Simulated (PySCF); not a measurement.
C3H5NOS: core ionisation energies

Compound: C3H5NOS.
Atom-mapped SMILES: `[NH2:1][C:2](=[O:3])[C@H:4]1[CH2:5][S:6]1`

Cartesian coordinates in Å at the GFN2-xTB level; atoms count from 1:
```xyz
11
C3H5NOS angstrom
N      1.5576   -0.0420   -0.5391
C      0.8712   -0.4584    0.5429
O      1.3790   -0.7500    1.6011
C     -0.6274   -0.4812    0.3750
C     -1.3373    0.7618   -0.0317
S     -1.3340   -0.5232   -1.2861
H      1.0973    0.0489   -1.4313
H      2.5628   -0.0448   -0.5051
H     -1.1183   -1.1211    1.1005
H     -2.2998    0.9755    0.4135
H     -0.7457    1.6372   -0.2655
```

Method used: delta-SCF UKS SCAN, pcX-2 on the ionised atom, pcseg-1 elsewhere, spin-free X2C (PySCF 2.14.0). Each binding energy is the total energy of the core-ionised species, with the hole localised on one atom, minus that of the ground state; both are solved self-consistently, so orbital relaxation is included.

Question: List the computed XPS lines with their assignment.

Answer: 
```json
{"atom(s)": "N1", "bonded to": "C and 2 H", "level": "N 1s", "binding energy (eV)": "406.04", "above the level's lowest (eV)": "0.00", "count": "1"}
{"atom(s)": "C2", "bonded to": "O (double bond), N and C", "level": "C 1s", "binding energy (eV)": "294.08", "above the level's lowest (eV)": "+2.07", "count": "1"}
{"atom(s)": "O3", "bonded to": "C (double bond)", "level": "O 1s", "binding energy (eV)": "537.13", "above the level's lowest (eV)": "0.00", "count": "1"}
{"atom(s)": "C4", "bonded to": "S, 2 C and H", "level": "C 1s", "binding energy (eV)": "292.01", "above the level's lowest (eV)": "0.00", "count": "1"}
{"atom(s)": "C5", "bonded to": "S, C and 2 H", "level": "C 1s", "binding energy (eV)": "292.01", "above the level's lowest (eV)": "0.00", "count": "1"}
{"atom(s)": "S6", "bonded to": "2 C", "level": "S 1s", "binding energy (eV)": "2477.38", "above the level's lowest (eV)": "0.00", "count": "1"}
```

Lowest listed C 1s: C5, bonded to S, C and 2 H. Highest, 2.07 eV above it: C2, bonded to O (double bond), N and C. The values 292.01 and 292.01 eV lie too close for their order to be trusted.

Question: Which photon wavelength matches the S 1s of S6 threshold?

Answer: λ = hc/E = 12398.42 eV Å / 2477.38 eV = 5.005 Å.

Question: Give the binding energy of S 1s of S6 in hartree and in kJ/mol.

Answer: 2477.38 eV = 91.0420 Eh = 239031 kJ/mol.

Not every level is listed. Isolated species at its GFN2-xTB geometry (one conformer only).

The run took 48 s wall on an Arm Neoverse V2 with one thread, shared host.
